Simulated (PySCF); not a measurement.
Compound: N-ethylformamide, C3H7NO.
Geometry (GFN2-xTB, Å), atoms numbered from 1 in this order:
```
atom  x, y, z in Å
C1    -1.5471   -0.3909   -0.0109
C2    -0.4063    0.6196   -0.0500
N3     0.8160    0.0648    0.4916
C4     1.9195   -0.1261   -0.2526
O5     2.0443    0.1771   -1.4119
H6    -2.4444    0.0470   -0.4389
H7    -1.2849   -1.2768   -0.5841
H8    -1.7629   -0.6888    1.0136
H9    -0.1821    0.9044   -1.0798
H10   -0.6788    1.5171    0.5161
H11    0.7945   -0.2526    1.4474
H12    2.7333   -0.5955    0.3334
```

A PySCF run (density fitting, gas phase, GFN2-xTB geometry) gave HOMO -5.95 eV, LUMO -0.67 eV, dipole 3.97 D and E = -248.530 Eh.

**Question.** Which of these levels was it?
A. LDA/pcSseg-1
B. BP86/6-31++G**
C. PBE0/def2-SVPD
D. HF/aug-cc-pVDZ
E. PBE/cc-pVDZ

**Answer.** B. It is BP86/6-31++G**. All candidates on this geometry:

```csv
level and settings,kind,basis functions,SCF cycles,E (Eh),HOMO (eV),LUMO (eV),dipole (D)
BP86/6-31++G**,GGA,132,15,-248.5302,-5.95,-0.67,3.97
"LDA/pcSseg-1, grid level 3",LDA,120,15,-246.4110,-5.88,-0.45,3.94
PBE/cc-pVDZ,GGA,105,15,-248.2215,-5.40,0.09,3.59
PBE0/def2-SVPD,global hybrid,159,14,-248.0701,-7.52,0.44,4.02
"HF/aug-cc-pVDZ, grid level 3",Hartree–Fock,178,11,-247.0354,-10.70,0.77,4.18
```

The nearest other candidate, by the summed differences of HOMO and LUMO, is LDA/pcSseg-1: its HOMO differs by +0.07 eV and its LUMO by +0.22 eV. Cycle counts include a coarse-grid stage where the run had one. All basis functions are spherical, in the Pople sets too.
